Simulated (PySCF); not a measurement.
Species: nitrosyl chloride, ClNO.
SMILES: `N(Cl)=O`

A linear-response calculation (PySCF, def2-SVPD basis, gas phase, vertical, core orbitals frozen in the response) gave these numbers; the functional is withheld.

Orbital energies (eV): HOMO-3 -17.53, HOMO-2 -11.18, HOMO-1 -11.04, HOMO -10.61, LUMO -2.00, LUMO+1 -0.60, LUMO+2 3.08.

```
state  E (eV)       f  main configurations (H = HOMO, L = LUMO)
   S1    2.71  0.0001                                 H→L (94%)
   S2    3.88  0.0000                               H-1→L (94%)
   S3    4.13  0.0000                  H-2→L (81%), H→L+1 (18%)
   S4    4.94  0.0015                H-1→L+1 (89%), H→L+1 (11%)
   S5    5.04  0.0002                            H-2→L+1 (100%)
   S6    6.73   0.501    H→L+1 (64%), H-2→L (17%), H-1→L+1 (9%)
```

Triplets, Tamm–Dancoff:

| state | E (eV) | λ (nm) | main configurations (H = HOMO, L = LUMO) |
| --- | --- | --- | --- |
| T1 | 1.96 | 631.5 | H→L (94%) |
| T2 | 3.24 | 382.5 | H→L+1 (93%) |
| T3 | 3.72 | 333.3 | H-2→L (96%) |
| T4 | 3.76 | 329.6 | H-1→L (95%) |

Vertical ionisation energy by ΔSCF with the same functional: 11.50 eV. Mean static polarisability: 32.7 au.

Question: Which of these was used?
A. PBE
B. wB97X-D
C. B3LYP
D. HF

Answer: B. wB97X-D is range-separated, 22% exact exchange at short range and 100% at long range (ω = 0.2 bohr⁻¹). In this run −ε(HOMO) = 10.61 eV differs from the ΔSCF value by -0.90 eV, and S1 differs from the orbital gap of 8.60 eV by -5.90 eV. The ratio −ε(HOMO)/IP is 0.92. Small neutral molecules mostly give 0.89 to 0.99 with wB97X-D, 0.5 to 0.7 with PBE, 0.67 to 0.83 with B3LYP; with Hartree–Fock the ratio is 1 or more (Koopmans' value less the relaxation energy is the ΔSCF value). The other options: PBE, a GGA without exact exchange; HF, time-dependent Hartree–Fock, 100% exact exchange; B3LYP, a global hybrid with 20% exact exchange.

Computed, not measured: TDDFT wB97X-D/def2-SVPD, vertical, gas phase, core orbitals frozen in the response (PySCF). Geometry: PBE0-D3(BJ)/def2-SVP; no solvent, vibrations or thermal averaging.

On one thread of an Arm Neoverse V1, no GPU, on a shared host, this took 10 s and 0.33 GiB of memory at its peak.
